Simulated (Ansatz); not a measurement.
**SiHO (quartet): the correlation ladder at angle O2–Si1–H3 = 101.5°, cc-pVDZ**

Aim: climb from Hartree-Fock through coupled cluster and multireference methods for SiHO (quartet) at one geometry and basis, and see what each rung misses.

Computed with Ansatz 0.2.0, Gaussian basis. Level: cc-pVDZ, core rule «outside noble gas», up to 6 orbitals frozen.

To be run: UHF; CCSD(T) on ROHF; CCSD(T) on UHF; BCCD(T) on ROHF; CISD; CCSDT(Q) on ROHF; CCSDT(Q) on UHF; CASSCF and MRCISD+Q, 5 electrons in 5 orbitals; CASSCF and NEVPT2, 5 electrons in 5 orbitals; CASSCF and MRCISD+Q, 11 electrons in 9 orbitals; CASSCF and NEVPT2, 11 electrons in 9 orbitals.

25 further runs of the same task are left out: 10 for a known fault of the program, 1 for a mislabelled method, 10 that didn't finish, 4 set aside as unsound or not needed.

### Step 1. The system

The geometry derives from a PBE0/def2-TZVP stationary point (not a proven minimum). One angle is set to the value named; bond lengths are kept.

3 atoms, charge 0, spin multiplicity 4.

Atoms are counted from 1 here; the program's logs count them from 0.

Bond lengths: Si1–O2 1.728 Å, Si1–H3 1.496 Å. Angles: O2–Si1–H3 101.5°.

### Step 2. UHF

File in.yaml:

```yaml
crystal:
  periodic: [false, false, false]
  atoms:
    - {symbol: Si, position_ang: [0.000000, -0.169931, 0.583209]}
    - {symbol: O, position_ang: [0.000000, 0.223337, -1.099827]}
    - {symbol: H, position_ang: [0.000000, 1.189880, 1.207274]}
basis:
  gaussian: {orbitals: cc-pVDZ}
magnetization: {spin_polarized: true, initial_magnetization: 3}
hamiltonian: {xc: hf}
output: {orbitals: {seedname: orbitals}}
```

Started as:

```console
$ ansatz run in.yaml --threads 1 --pin off --events-out ev --progress --plain --max-ram 2393MiB
```

The runs that follow: CCSD(T) on ROHF; CCSD(T) on UHF; BCCD(T) on ROHF; CISD; CCSDT(Q) on ROHF; CCSDT(Q) on UHF; CASSCF and MRCISD+Q, 5 electrons in 5 orbitals; CASSCF and NEVPT2, 5 electrons in 5 orbitals; CASSCF and MRCISD+Q, 11 electrons in 9 orbitals; CASSCF and NEVPT2, 11 electrons in 9 orbitals.

Q: Predict the results of all the runs planned. Wanted: UCCSDT(Q) below the RHF energy; RMP2 from UCCSDT(Q); UMP2 from UCCSDT(Q); RCCSD from UCCSDT(Q); RCCSD(T) from UCCSDT(Q); UCCSD(T) from UCCSDT(Q); RCCSDT(Q) from UCCSDT(Q); MRCISD+Q pair from UCCSDT(Q); NEVPT2 valence from UCCSDT(Q).

The runs gave:

| quantity | value |
| --- | --- |
| UCCSDT(Q) below the RHF energy | -6.4927 eV |
| RMP2 from UCCSDT(Q) | +20.93 kcal/mol |
| UMP2 from UCCSDT(Q) | +20.86 kcal/mol |
| RCCSD from UCCSDT(Q) | +4.07 kcal/mol |
| RCCSD(T) from UCCSDT(Q) | +0.92 kcal/mol |
| UCCSD(T) from UCCSDT(Q) | +0.91 kcal/mol |
| RCCSDT(Q) from UCCSDT(Q) | +0.07 kcal/mol |
| MRCISD+Q pair from UCCSDT(Q) | +1.53 kcal/mol |
| NEVPT2 valence from UCCSDT(Q) | +23.94 kcal/mol |
| MRCISD+Q valence from UCCSDT(Q) | +1.11 kcal/mol |
| levels within 1 kcal/mol (43 meV) | RCCSD(T), UCCSD(T), BCCD(T), RCCSDT, UCCSDT, RCCSDT(Q) |
| T1 diagnostic | 0.029 |
| effectively unpaired electrons | 3.01 |

In words: RCCSD(T) misses by +0.92 kcal/mol, 0.6 % of the correlation energy. One determinant dominates. Of the multireference levels listed MRCISD+Q valence comes nearest in total energy (+1.11 kcal/mol), which doesn't show that its space is the better one. These misses are within one basis, not against nature; the frozen cores of restricted and unrestricted runs differ, which can shift their rows.
